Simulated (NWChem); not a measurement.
Correlation energy of ClNa

```
Na
Cl 1 2.3404
```
Charge 0, spin multiplicity 1.

Program: NWChem. All single points use one geometry, from B3LYP/def2-SVP, a minimum by its harmonic frequencies.

Basis set: cc-pVDZ. Each correlation energy counts from its own Hartree-Fock reference.

The correlated methods keep 6 core orbitals frozen. The structure started from a generated list of species. No row is a measurement; the coupled-cluster row has its own basis-set and correlation limits.

Question: One of these methods gave a correlation energy of -153.8 mHa. Which?
A) SCS-MP2
B) CR-CCSD[T]
C) CCSD
D) MP2

Answer: C, CCSD. The others give -155.8 (CR-CCSD[T]), -142.0 (MP2), -137.0 (SCS-MP2).
